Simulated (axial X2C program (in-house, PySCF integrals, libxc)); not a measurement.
## SiH: a run with one poor setting

All values were computed with an in-house all-electron X2C program for linear molecules (integrals from PySCF). Spin-free means the one-electron spin-free X2C Hamiltonian. Basis: Si dyall-v3z [8s7p2d1f], H dyall-v3z [6s2p1d] (cores contracted in-house); Gaussian nuclei, density fitting, unrestricted open shells. Masses: Si 27.977 u, H 1.008 u.

One setting of this run was spoiled on purpose, so its numbers are not properties of SiH. Level: PBE0, scalar-relativistic; state M_S = 1/2, Λ = 0 (beyond evenly filled blocks: σβ, π+α, π-α).

| R (Å) | E − E(lowest point) (eV) | SCF iterations |
| --- | --- | --- |
| 1.336 | 0.4304 | 11 |
| 1.398 | 0.2117 | 8 |
| 1.444 | 0.1077 | 9 |
| 1.490 | 0.0431 | 8 |
| 1.536 | 0.0095 | 2 |
| 1.590 | 0.0000 | 8 |
| 1.643 | 0.0136 | 8 |
| 1.713 | 0.0532 | 8 |
| 1.797 | 0.1197 | 8 |
| 1.920 | 0.2246 | 8 |

Fit: Re 1.582 Å, ωe 1530.2 cm⁻¹, residual 0.035 microhartree, De 0.64 eV.

PBE0 search, energies from the determinant that was followed:

| ΔE (eV) | state | electrons beyond evenly filled partner blocks | electrons in σ, π, δ, φ |
| --- | --- | --- | --- |
| 0.00 | M_S = 1/2, Λ = 0 | σβ, π+α, π-α | 9 6 0 0 |
| 0.57 | M_S = 1/2, Λ = 2 | σα, π+α, π+β | 9 6 0 0 |
| 0.57 | M_S = 1/2, Λ = 0 | σα, π+β, π-α | 9 6 0 0 |
| 2.28 | M_S = 1/2, Λ = 0 | σα | 11 4 0 0 |
| -2.38 | M_S = 1/2, Λ = 1 | π+α | 10 5 0 0 |
| -0.85 | M_S = 3/2, Λ = 0 | σα, π+α, π-α | 9 6 0 0 |

Question: Which setting was spoiled?
A. virtual space cut too low
B. integration grid too coarse
C. an excited determinant was followed
D. too few iterations allowed
E. density fitting set too sparse

Answer: C. An excited determinant was followed: a lower determinant stands in the search.
